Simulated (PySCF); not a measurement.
Cl₄Si, SMILES Cl[Si](Cl)(Cl)Cl, PBE0/def2-SVP optimised geometry.

```
5

Cl    -1.36    -1.92     1.66
Si    -0.68    -0.96     0.00
Cl    -1.36     0.96     0.00
Cl     1.36    -0.96     0.00
Cl    -1.36    -1.92    -1.66
```

Density from PBE0/def2-TZVP in PySCF at that geometry.

Minimum of the electron density along straight lines between bonded atoms, close to the bond critical point (lines longer than 1.1 times the sum of covalent radii, or with two minima, are not listed):

| bond | length / Å | ρ at the minimum / e bohr⁻³ | ∇²ρ there / e bohr⁻⁵ | position (fraction from the first atom) |
|---|---|---|---|---|
| Cl1–Si2 | 2.036 | 0.106 | 0.22 | 0.64 |
| Si2–Cl3 | 2.036 | 0.106 | 0.22 | 0.36 |
| Si2–Cl4 | 2.036 | 0.106 | 0.22 | 0.36 |
| Si2–Cl5 | 2.036 | 0.106 | 0.22 | 0.36 |
